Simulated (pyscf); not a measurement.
PySCF, gas phase, ωB97X-D3(BJ)/def2-SVP geometries.

For the elementary gas-phase step H₃C–CH•–CH₃ + CH₄ → H₃C–CH₂–CH₃ + CH₃• (doublet surface; C–H broken, C–H formed), what barrier and reaction energy does ωB97M-D3(BJ)/def2-TZVP give, measured from the separated reactants?

ΔE‡ = 19.8 kcal/mol, ΔE = +7.2 kcal/mol. Zero-point energy shifts the barrier by -0.8 kcal/mol. It is a hydrogen abstraction, with an imaginary mode of 1716i cm⁻¹. This is the saddle that the search found; another between the same sides may lie lower. The angle at the transferred H is 177°.
